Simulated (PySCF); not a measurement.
CHF3, SMILES FC(F)F.

Coordinates come from a PBE-D3(BJ)/def2-TZVP optimisation.

Method: PBE-D3(BJ)/def2-TZVP (PySCF).

Frequencies are harmonic and unscaled.

Modes within 1.5 cm⁻¹ of each other (mostly degenerate sets) share a row, with their intensities summed.

Computed normal modes with their intensities:
| mode | ν (cm⁻¹) | IR (km/mol) | moving atoms (share of kinetic energy) |
|---|---|---|---|
| 1–2 | 482 | 2.5 | F 93 % |
| 3 | 669 | 10.4 | F 81 %, C 17 % |
| 4–5 | 1092 | 588.1 | C 58 %, F 32 %, H 10 % |
| 6 | 1094 | 88.8 | C 58 %, F 37 % |
| 7–8 | 1328 | 78.0 | H 82 %, C 16 % |
| 9 | 3031 | 36.0 | H 92 %, C 8 % |
